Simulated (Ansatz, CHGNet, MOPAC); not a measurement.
**How well does each level of theory give the lattice constant a of zinc-blende InAs?**

Reference value: 6.047 Å (measured, static lattice: zero-point anharmonic expansion removed; as tabulated in Mejia-Rodriguez and Trickey (2018), arXiv:1807.09216).

```tsv
level (code)	value (Å)	error (%)
PM7 semi-empirical Hartree-Fock (MOPAC) (MOPAC)	6.061	+0.23
CHGNet 0.3.0 (CHGNet)	6.187	+2.32
LDA (Ansatz)	6.026	-0.35
PBE (Ansatz)	6.186	+2.30
PBE-D3(BJ) (Ansatz)	6.111	+1.06
PBE-D4 (Ansatz)	6.107	+0.99
r²SCAN-D4 (Ansatz)	6.088	+0.68
r²SCAN+rVV10 (Ansatz)	6.083	+0.60
PBE0 (Ansatz)	6.101	+0.89
```

Nearest, and too close to rank with a margin of 0.10 % (twice that across the reference) picked here for doubts on the reference and the settings: PM7 semi-empirical Hartree-Fock (MOPAC) (+0.23 %), LDA (-0.35 %). Farthest off: CHGNet 0.3.0 (+2.32 %), PBE (+2.30 %). Of these only PM7 semi-empirical Hartree-Fock (MOPAC) lands within 0.3 %.

PM7 semi-empirical Hartree-Fock (MOPAC): the method was fitted mainly to molecules. PM7 semi-empirical Hartree-Fock (MOPAC): the run uses a supercell at the zone centre in place of a k mesh. Cutoffs and k meshes differ between the levels. Ansatz's density-functional and Hartree–Fock values are scalar-relativistic unless marked +SOC, with PAW data made under PBE.

Machine-learned potentials (CHGNet 0.3.0) are trained on DFT data, which may include these solids.

Differences are worked out from the printed values.

Ansatz is a program for electronic structure.
